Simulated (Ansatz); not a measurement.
Two structures of SiNH₆Cl, closed shell, reached by relaxing down either side of one saddle point (PBE0-D4/def2-TZVP). Energies are electronic, without zero-point energy. Ansatz 0.2.0; basis: def2-TZVPP and def2-QZVPP; cores frozen in the correlated methods. Extrapolation: Hartree–Fock as exp(−7.88 √X), correlation as X^−2.97. First:

```
9
angstrom
Si -0.3780 -0.4163 -1.0151
N -0.0097 -0.3913 0.6974
H -1.3332 0.6875 -1.2662
H 0.8994 -0.2011 -1.7332
H -0.9834 -1.6966 -1.4732
H 0.6896 1.1635 1.0841
Cl 1.2227 2.3519 1.3737
H 0.6955 -1.0468 1.0095
H -0.8031 -0.4507 1.3231
```

Second:

Si1  (-0.385, 0.521, -1.300)
N2  (0.432, -0.746, 1.297)
H3  (-0.786, 1.105, -2.607)
H4  (0.988, -0.009, -1.427)
H5  (-1.380, -0.502, -0.921)
H6  (1.254, -0.237, 1.598)
Cl7  (-0.435, 2.113, 0.015)
H8  (0.628, -1.734, 1.403)
H9  (-0.314, -0.511, 1.941)
(Å)

Problem. Which bonds change from the first to the second?

Solution. SiNH₅ ([NH2][SiH3]) + HCl → SiH₃Cl ([SiH3][Cl]) + NH₃; bonds formed: Si1–Cl7, N2–H6; bonds broken: Si1–N2, H6–Cl7.

Problem. Give the saddle point's structure and its height above each. (Judge from chemistry; the value comes from the calculation.)

Solution. By the calculation: 30.3 kJ/mol above the first and 68.7 kJ/mol above the second (CCSD(T) at an estimated basis limit (MP2 extrapolated from triple and quadruple zeta, plus CCSD(T) − MP2 in triple zeta)).
```tsv
atom	x (Å)	y (Å)	z (Å)
Si1	-0.2150	-0.0602	-0.9099
N2	0.0230	-0.4192	0.9025
H3	-1.2675	0.9449	-1.1118
H4	1.0780	0.0128	-1.6038
H5	-0.8194	-1.3800	-1.2907
H6	0.4608	0.5377	1.1665
Cl7	0.9282	2.1434	0.3658
H8	0.6587	-1.1911	1.0822
H9	-0.8469	-0.5883	1.3992
```

The T1 diagnostic stays at or below 0.010.

Hydrogen chloride, the by-product of chloride precursors, can attack films and sites by steps of this kind.

Labels in which every atom is bracketed show which atoms are joined, not bond orders.

For scale, one of the runs: CCSD(T)/def2-TZVPP, 199 basis functions, launched by `ansatz run in.yaml --threads 2 --pin off --events-out ev --progress --plain --max-ram 4352MiB`. Time: 61 s of wall clock on 2 CPU threads of an Arm Neoverse V1; the host was shared. Peak host memory: 2.2 GiB.
